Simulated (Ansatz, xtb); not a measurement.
A geometry optimisation of C2H2F3+ with r2SCAN-D4/def2-SVP

The starting geometry of this gas-phase singlet was built from a drawn formula by distance geometry and a force field; its bonds are those of `[CH2+]C(F)(F)F`.

```xyz
7

C     0.5216    0.3344    0.8126
C     1.9384   -0.1536    0.6981
F     2.2707   -0.9334    1.7727
F     2.8135    0.8105    0.5524
F     2.0818   -0.9754   -0.4159
H     0.4061    1.2974    1.2721
H    -0.2332   -0.2959    0.4870
```

Task: Where would you expect an optimisation with r2SCAN-D4/def2-SVP to take it?

Result: It rearranges to `FC[C+](F)F`. Distances that change by over a tenth: C2–F5 (1.39 → 1.25 Å). Contacts that open: C2–F3 (1.37 → 2.31 Å). Contacts that close: C1–F3 (2.36 → 1.33 Å).

The energy falls by 2.02 eV over 31 steps:

| step | E − E(last) (eV) |
| --- | --- |
| 1 | 2.024 |
| 4 | 1.457 |
| 8 | 0.528 |
| 11 | 0.347 |
| 14 | 0.340 |
| 18 | 0.338 |
| 21 | 0.326 |
| 24 | 0.169 |
| 28 | 0.001 |
| 31 | 0.000 |

Final geometry (Å):

```xyz
7

C     0.8674    0.0275    1.1272
C     2.0506   -0.0069    0.2511
F     1.2222    0.0205    2.4098
F     3.2088   -0.0373    0.7038
F     1.9412   -0.0071   -0.9942
H     0.2787    0.9319    0.8387
H     0.2300   -0.8445    0.8426
```

From the same start GFN2-xTB reaches the same bonding as this run.

The end wasn't checked by frequencies. Run with Ansatz 0.2.0, 2.3 min on 1 thread of Arm Neoverse N1, with other jobs on the host.
